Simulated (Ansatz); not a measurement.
[SiH5]- (SiH5⁻). Charge -1, multiplicity 1. Geometry relaxed at PBE0-D4/def2-TZVPD.

```tsv
atom	x (Å)	y (Å)	z (Å)
Si1	0.0000	0.0000	0.0000
H2	-0.6604	0.3779	1.4326
H3	0.6604	-0.3779	-1.4326
H4	-1.3920	-0.3132	-0.5591
H5	0.8227	-1.1052	0.6709
H6	0.5694	1.4184	-0.1117
```

(1) Estimate the harmonic wavenumbers at RKS PBE0-D4/def2-TZVPD (Ansatz, unscaled). Is this a minimum?

Answers

(1) 512, 512, 951, 1012, 1012, 1182, 1182, 1361, 1505, 1937, 1937, 1963 cm⁻¹. Yes, no mode is imaginary beyond noise. Zero-point energy 90.1 kJ/mol. Hardware: 4 threads of Arm Neoverse V2 on a shared host. Wall time 8 s.
